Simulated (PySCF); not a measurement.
# C5H10 (2-methyl-1-butene): the cost of one run

Programs: PySCF 2.14.0, with density-fitted response routines of our own. Each step states its level of theory. These are calculated values for one molecule in the gas phase, unless marked as measured. Atoms count from 0, in the outputs and in this text.

### Step 1. The starting structure

15 atoms, charge 0, multiplicity 1; geometry from: MMFF94s. The atoms were then displaced at random by about 0.03 Å, so the start is not that level's minimum.

Bonds of the start (Å): C0–C1 1.31, C1–C2 1.53, C1–C3 1.57, C3–C4 1.48, C0–H5 1.14, C0–H6 1.11, C2–H7 1.04, C2–H8 1.00, C2–H9 1.12, C3–H10 1.02, C3–H11 1.18, C4–H12 1.07, C4–H13 1.10, C4–H14 1.07.

### Step 2. Relaxing the molecule at PBE0-D3(BJ)/def2-SVP

What the job is given:

```
{"job": {"xc": "PBE0", "basis": "def2-SVP", "d3": "d3bj", "grid": 1, "shake": 0.03, "kind": "geom"}, "charge": 0, "multiplicity": 1}
C      0.012700     1.111520    -1.485090
C     -0.363430     0.365330    -0.474350
C     -1.492010    -0.663340    -0.596270
C      0.467110     0.497070     0.848310
C      1.276490    -0.712570     1.103320
H     -0.581840     1.130790    -2.454510
H      0.756220     1.937940    -1.420300
H     -2.134320    -0.483840     0.197340
H     -1.953590    -0.598350    -1.477130
H     -1.024840    -1.670350    -0.431060
H      0.938840     1.400820     0.920510
H     -0.355730     0.581100     1.682970
H      1.731800    -0.512110     2.051490
H      0.671910    -1.619590     1.236060
H      2.017930    -0.840550     0.342730
```

Command:

```sh
OMP_NUM_THREADS=1 python probes_run.py task.json out
```

One launch serves the whole session: the jobs run in the order shown.

Q: Estimate the wall time and peak memory of this first job on 1 thread of Intel Xeon Platinum 8375C at 2.90GHz, shared host.

About 48 s, with a peak of 0.49 GiB.
